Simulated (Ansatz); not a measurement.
C3H4F2O can be A, `CO/C(F)=C/F`, or B, `CC(=O)C(F)F`.

Calculated with Ansatz (gas phase, PBE0-D4/def2-TZVP geometries, no zero-point term in ΔE). CCSD(T)/CBS is the MP2 limit (def2-TZVPP, def2-QZVPP) plus CCSD(T) − MP2 in def2-TZVPP, frozen cores. Functionals use def2-TZVPP. B3LYP here is the variant with VWN-RPA as its local correlation; programs differ in this. Each species was taken in one conformer, which may not be the lowest.

A:

Z-matrix (Å, degrees):
```
C
O 1 1.428
H 1 1.091 2 110.9
H 1 1.094 2 110.2 3 -121.9
H 1 1.088 2 106.1 3 119.1
C 2 1.328 1 114.9 3 62.3
C 6 1.324 2 123.4 1 121.6
F 6 1.333 2 114.9 1 -60.9
F 7 1.335 6 121.5 2 174.1
H 7 1.080 6 122.7 2 -3.8
```

B:

```xyz
10

C    -0.411   -0.794   -0.941
C     0.322   -0.497    0.327
O     0.925   -1.304    0.980
C     0.287    0.960    0.809
F     0.831    1.760   -0.140
F    -0.999    1.348    0.985
H    -0.316   -1.850   -1.184
H    -0.010   -0.180   -1.751
H    -1.465   -0.524   -0.830
H     0.835    1.082    1.746
```

Task: Which is lower in electronic energy at CCSD(T)/CBS, and by how much? (Estimate.)

Result: Computed: B, by 132.0 kJ/mol.

Task: Give E(B) − E(A) in kJ/mol with CCSD/def2-TZVPP, PBE-D4, r2SCAN-D4, MP2/def2-TZVPP, PBE0-D4, B3LYP, CCSD(T)/def2-TZVPP. (An estimate is asked.)

Result: Computed: CCSD/def2-TZVPP -133.8, PBE-D4 -122.0, r2SCAN-D4 -127.4, MP2/def2-TZVPP -139.3, PBE0-D4 -125.4, B3LYP -122.0, CCSD(T)/def2-TZVPP -133.3. None reverses the order clearly.

Largest T1 diagnostic: 0.013.

From PBE to PBE0 (25 % exact exchange), in def2-TZVPP and without D4, E(B) − E(A) moves by −3.6 kJ/mol.
